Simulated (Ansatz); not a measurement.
Compare A (`C=C(F)/C=C/F`) with its isomer B (`CC#CC(F)F`).

Program: Ansatz. Geometries: PBE0-D4/def2-TZVP. ΔE: electronic, gas phase. CBS: MP2 limit from def2 TZ/QZ plus the TZ coupled-cluster correction, frozen cores. DFT in def2-TZVPP. B3LYP here is the variant with VWN-RPA as its local correlation; programs differ in this. One conformer a species, not always the lowest.

Task: Which isomer does CCSD(T)/CBS put lower? Give the gap. (Best estimate.)

Result: The calculation gave: A, by 40.8 kJ/mol.

Task: Give E(B) − E(A) in kJ/mol with PBE0-D4, ωB97M-V, B3LYP-D4, HF/def2-TZVPP, CCSD(T)/def2-TZVPP, CCSD(T)/def2-SVP, BLYP-D4. (Best estimate.)

Result: The calculation gave: PBE0-D4 51.8, ωB97M-V 43.9, B3LYP-D4 52.6, HF/def2-TZVPP 33.7, CCSD(T)/def2-TZVPP 39.8, CCSD(T)/def2-SVP 38.9, BLYP-D4 56.9. None reverses the order clearly.

Task: Does the order hold for the free energy at 298.15 K (harmonic terms from PBE0-D4)? (Best estimate.)

Result: The calculation gave: Yes: G(B) − G(A) = +33.1 kJ/mol, for one conformer each. Modes under 60 cm⁻¹, often nearly free rotors, make the harmonic entropy too high.

Largest T1 diagnostic: 0.012.

From BLYP to BHLYP (50 % exact exchange), in def2-TZVPP and without D4, E(B) − E(A) moves by −7.0 kJ/mol. The D4 term adds +3.4 kJ/mol with B3LYP and +1.7 kJ/mol with PBE0; it sums over pairs of atoms, weighted by their polarisabilities, and B3LYP, whose exchange is more repulsive, gets the larger term.
